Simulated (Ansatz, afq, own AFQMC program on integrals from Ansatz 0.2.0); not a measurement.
# CN, doublet → CN⁺, triplet

```xyz
2

N     0.0000    0.0000    0.0000
C     0.0000    0.0000    1.1601
```

E(triplet, charge +1) − E(doublet, charge +0) at this geometry, on UHF and UHF determinants.

Basis 6-31G. Noble-gas cores (and the filled d shells of Ga–Kr and In–Xe) are frozen. Ansatz 0.2.0 and our own AFQMC program on the same integrals; the CISD trial comes from CCSD amplitudes, and released means the phaseless constraint is let go. Error bars are statistical, one sigma. The errors of all members are added in quadrature.

Full CI on the same integrals is exact in this basis and with this determinant's frozen core.

Errors are counted within 6-31G, not against nature.

Cautions: CN (doublet): strong correlation (T1 0.093, weight of the determinant 0.75, largest double 0.12), unrestricted determinant spin contaminated (⟨S²⟩ 1.22 against 0.75), the released energies are still falling, so no released level is given (meV from the phaseless value at times in 1/Eh: -21 ± 4 at 0.24, -27 ± 4 at 0.51, -38 ± 5 at 0.99, -44 ± 5 at 1.62, -49 ± 4 at 2.40), its ph-AFQMC/CISD value lies 29 ± 4 meV above full CI; CN⁺ (triplet): another spin lies lower, strong correlation (T1 0.072, weight of the determinant 0.83, largest double 0.13), unrestricted determinant spin contaminated (⟨S²⟩ 2.18 against 2.00), in a space of 8 electrons in 9 natural orbitals full CI finds another state of this spin 18 meV below the state of CCSD(T), in a space of 8 electrons in 9 natural orbitals full CI finds another state of this spin 14 meV below the state of CCSDT(Q), in a space of 8 electrons in 9 natural orbitals full CI finds another state of this spin 14 meV below the state of CCSDTQ, the released energies have errors that jump between times, so the bars are unsure, so no released level is given (meV from the phaseless value at times in 1/Eh: -19 ± 3 at 0.24, -2321 ± 2290 at 0.51, 53 ± 99 at 0.99, -63 ± 7 at 1.62, -58 ± 3 at 2.40), its ph-AFQMC/CISD value lies 45.9 ± 2.5 meV above full CI; this isn't the first ionization.

| level | vertical ionization energy (kcal/mol) |
| --- | --- |
| MP2 | 314.2 |
| CCSD | 319.8 |

From these cheaper values, estimate the vertical ionization energy at the reference level in 6-31G.

321.0 kcal/mol (full CI in 6-31G).

```
        level  vertical ionization energy (kcal/mol)  error against FCI (kcal/mol)
           HF                                  298.4                         -22.6
      CCSD(T)                                  320.7                          -0.3
ph-AFQMC/CISD                            321.4 ± 0.1                     0.4 ± 0.1
```

Correlation beyond CCSD(T) adds 0.3 kcal/mol. The perturbative (T) step is worth +0.9 kcal/mol. Where the cautions show a poor determinant, the low rows tell how each method copes with it, not its usual error.

A walk keeps the symmetry of its determinant, which the program's search chose and which needn't be the lowest solution, so a lower state of the same spin and another symmetry isn't excluded.
